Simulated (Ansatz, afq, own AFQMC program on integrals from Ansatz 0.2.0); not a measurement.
AFQMC on a folder of integrals that Ansatz 0.2.0 wrote.

```yaml
crystal:
  periodic: [false, false, false]
  atoms:
    - {symbol: As, position_ang: [0.000000, 0.000000, 0.000000]}
basis:
  gaussian: {orbitals: cc-pVDZ}
magnetization: {spin_polarized: true, initial_magnetization: 3}
correlation: {method: ccsd_t, electrons: outside_noble_gas, hamiltonian_folder: ham}
```

```sh
$ ansatz run in.yaml --threads 1 --pin off --events-out ev --progress --plain --max-ram 16896MiB --backend cuda --devices 0, --max-vram 18GiB
```

afq runs on the folder ham with

```
--method phaseless --trial cisd --walkers 4000 --populations 20 --least-time 60 --time-step 0.005 --steps-per-block 50 --equilibration-blocks 28 --max-blocks 4000 --target-error 8e-05 --factor-cut 1e-05 --start spin_pure --seed 6226 --release-times 0.24,0.5,1,1.5 --release-step 0.02 --release-every 3 --taylor-order 6
```

Times are imaginary, in 1/Eh. The walk had a cap of 122 s. With eight or more populations the least sampling time is a fifth of least-time, and the error comes from their spread. Filled inner d shells are frozen with the cores.

afq prints:

```
orbitals 13  electrons 4 1  factors 69 of 193
reference energy -2234.16687817 Eh
CCSD correlation -0.06948764 Eh in 9 cycles, weight of the determinant in the CISD state 0.9531
energy of the start -2234.236379 Eh
 block  time / (1/Eh)  mean weight  energy / Eh
     1     0.250  1.0000  -2234.236293
     2     0.500  1.0000  -2234.236429
     3     0.750  1.0001  -2234.236614
     4     1.000  0.9999  -2234.236787
     5     1.250  0.9999  -2234.236962
    12     3.000  0.9999  -2234.237325
    19     4.750  1.0000  -2234.237313
    26     6.500  1.0000  -2234.237328
    33     8.250  1.0000  -2234.237271
    40    10.000  1.0001  -2234.237301
    47    11.750  1.0000  -2234.237384
    54    13.500  1.0001  -2234.237340
    55    13.750  1.0000  -2234.237239
    61    15.250  1.0000  -2234.237313
    68    17.000  0.9999  -2234.237442
    73    18.250  1.0001  -2234.237483
    75    18.750  1.0000  -2234.237353
    78    19.500  1.0001  -2234.237432
error from the spread of 20 populations
released: time / (1/Eh)  energy / Eh  error  mean overlap
  0.24  -2234.237343  0.000016  1.0002
  0.50  -2234.237347  0.000010  1.0003
  1.00  -2234.237348  0.000009  1.0018
  1.50  -2234.237355  0.000010  1.0003
energy -2234.237344 +/- 0.000021 Eh
(rows thinned)
```

The run passed its tests (sampling time, drift between the halves within three errors, error under three times the target), which doesn't prove that it has relaxed.

Against this walk (error 0.6 meV) on the same determinant: CCSD(T) 6.9 meV higher, CCSDT(Q) 0.2 meV higher (within the noise), CCSDTQ 0.3 meV lower (within the noise), full CI 0.3 meV lower (within the noise). The error is statistical and leaves out the bias of the constraint. Released to 1.50 1/Eh the energy moves by -0.3 ± 0.6 meV (both errors), within twice the noise.

Cautions: constraint bias not in the error; no relativity below Rb; no spin-orbit coupling; inner d shell frozen.

The walk took 24 s on 1 × NVIDIA H100 80GB HBM3 with 2 threads of AMD EPYC 7R13 Processor (Zen 3) (shared host) (the card was shared). The log's last line is the phaseless energy.

CCSDT and higher add their correlation energy to the determinant of the CCSD(T) run, since their own runs factorise the integrals more tightly (a shift of under 2 meV). A walk keeps the symmetry of its determinant, which the program's search chose and which needn't be the lowest solution, so a lower state of the same spin and another symmetry isn't excluded.
